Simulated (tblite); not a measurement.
Isomers of [C5H4S]- (charge -1 and doublet state). Method: GFN2-xTB as coded in tblite; computed harmonic values from a numerical Hessian at the method's own geometry, unscaled. Errors from tens to a few hundred cm⁻¹ against measured bands are possible. One conformer each. Open shells enter through the occupations alone, without spin polarisation, and single modes of such species can be off by tens of per cent.

Electronic energies: GFN2-xTB at the same geometries; isomer energies are rough at this level and their order can be wrong.

```
          SMILES  electronic energy, lowest = 0 (kJ/mol)
 [S-][C]1C=CC=C1                                     0.0
 C=C1C=C[C]1[S-]                                   196.4
C#C/C=C/[CH][S-]                                   181.0
```

How do GFN2-xTB zero-point energies change the relative energies?

```tsv
SMILES	ZPE (kJ/mol)	of it from modes above 1550 cm⁻¹	electronic (kJ/mol)	with ZPE, lowest = 0 (kJ/mol)	lowest mode (cm⁻¹)	rings
[S-][C]1C=CC=C1	181.8	73.2	0.0	0.0	196	1
C#C/C=C/[CH][S-]	169.1	86.7	181.0	168.4	106	0
C=C1C=C[C]1[S-]	173.1	83.4	196.4	187.7	183	1
```

The zero-point energies span 12.7 kJ/mol, from `C#C/C=C/[CH][S-]` to `[S-][C]1C=CC=C1`. The order is unchanged.

What do entropy and thermal enthalpy add at 298.15 K and 1 bar (rigid rotor, harmonic oscillator, one conformer each)?

```
          SMILES  point group  symmetry number  S (J/(mol K))  H − H(0) (kJ/mol)  ZPE + H − H(0) − TS (kJ/mol)
 [S-][C]1C=CC=C1          C2v                2          307.1              15.83                         106.1
C#C/C=C/[CH][S-]           Cs                1          351.4              21.24                          85.6
 C=C1C=C[C]1[S-]           Cs                1          329.9              18.33                          93.1
```

S holds R ln(2S + 1) for the spin.
